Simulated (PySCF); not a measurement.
**The first ionisation energy along group 15**

All values are computed (PySCF 2.14, energy differences of UHF-based or UKS calculations, no spin-orbit coupling). Values in eV. The last column holds reference values (NIST; (s) semi-empirical, (t) theoretical, else measured). Unmarked ones compare directly (S terms, centres of terms, or small fine structure); those marked * lie between the lowest fine-structure levels and include a spin-orbit shift.

| element | configurations | MP2 (valence and next inner shell) | SCS-MP2 (valence and next inner shell) | MP2 (valence) | LDA | PBE | ROHF | reference |
| --- | --- | --- | --- | --- | --- | --- | --- | --- |
| N (x2c-TZVPPall, spin-free X2C) | [He] 2s2 2p3 → [He] 2s2 2p2 | 14.569 | 14.312 | 14.557 | 14.988 | 14.710 | 13.951 | 14.545 |
| P (x2c-TZVPPall, spin-free X2C) | [Ne] 3s2 3p3 → [Ne] 3s2 3p2 | 10.470 | 10.296 | 10.467 | 10.558 | 10.465 | 10.031 | 10.526 |
| As (x2c-TZVPPall, spin-free X2C) | [Ar] 3d10 4s2 4p3 → [Ar] 3d10 4s2 4p2 | 9.991 | 9.818 | 9.909 | 10.044 | 9.898 | 9.520 | 10.008 |
| Sb (x2c-TZVPPall, spin-free X2C) | [Kr] 4d10 5s2 5p3 → [Kr] 4d10 5s2 5p2 | 9.108 | 8.939 | 8.969 | 9.114 | 8.936 | 8.633 | 9.124 |
| Bi (x2c-TZVPPall, spin-free X2C) | [Xe] 4f14 5d10 6s2 6p3 → [Xe] 4f14 5d10 6s2 6p2 | 8.743 | 8.566 | 8.583 | 8.784 | 8.586 | 8.255 | 7.286 * |

```csv
method,elements,mean error (eV),mean absolute error (eV),largest error (eV)
MP2 (valence and next inner shell),4,-0.016,0.028,-0.056
SCS-MP2 (valence and next inner shell),4,-0.209,0.209,-0.233
MP2 (valence),4,-0.075,0.081,-0.155
LDA,4,0.125,0.130,0.443
PBE,4,-0.048,0.131,-0.188
ROHF,4,-0.517,0.517,-0.594
```

For Bi a determinant mixes LS terms or the coupling is close to jj, so these rows are model values.

Errors include the incompleteness of the basis and the frozen core.

"Valence" correlates the outer s and p shells and, in groups 3 to 12 and the f block, the outer d or f shell, open or full, or the next shell where the ion has no valence electron left; the wider scheme adds the next inner shell.
